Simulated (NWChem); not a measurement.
# S (-1) in NWChem

SMILES: [S-]
```xyz
1

S      0.0000     0.0000     0.0000
```
Charge -1, spin multiplicity 2.

Everything below was run with NWChem.

The correlated methods keep 5 core orbitals frozen. No SCF solution was tested for a lower state.

Worked example. A B2PLYP run in aug-cc-pVDZ ends its self-consistent part (53 % exact exchange, 47 % B88, 73 % LYP) at -398.01128 Ha, and second-order perturbation theory on those orbitals gives -0.15314 Ha unscaled.

The perturbative term enters with the weight 0.27: -398.01128 + 0.27·(-0.15314) = -398.05263 Ha is the total energy.
